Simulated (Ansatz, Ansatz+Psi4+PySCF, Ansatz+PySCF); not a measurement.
```yaml
atoms:
  - { symbol: C, position_ang: [0.0000, 0.0000, 0.0086] }
  - { symbol: N, position_ang: [0.0000, 0.0000, -1.2290] }
  - { symbol: H, position_ang: [0.0000, 0.9781, 0.6102] }
  - { symbol: H, position_ang: [0.0000, -0.9781, 0.6102] }
```

Basis set: cc-pVTZ (spherical functions). Correlated methods keep 2 orbitals frozen. Correlation on ROHF uses semicanonical orbitals with singles. Charge 0, multiplicity 2.

Computed with Ansatz (development build ahead of 0.2.0); each method stands on the lowest determinant of its kind that the runs found.

(1) Give the atomization energy at this shape (free ground-state atoms in the same class of orbitals less the molecule, no zero-point energy) of doublet CH₂N by ROHF-CCSD(T), ROHF-MP2, UHF-MP2.

## Answers

(1)

| method | atomization energy |
| --- | --- |
| ROHF-CCSD(T) | 14.30 eV |
| ROHF-MP2 | 14.35 eV |
| UHF-MP2 | 14.07 eV |

Caution for ROHF-MP2, UHF-MP2: forces differ strongly between restricted and unrestricted references. Caution for UHF-MP2: the unrestricted determinant is spin contaminated.
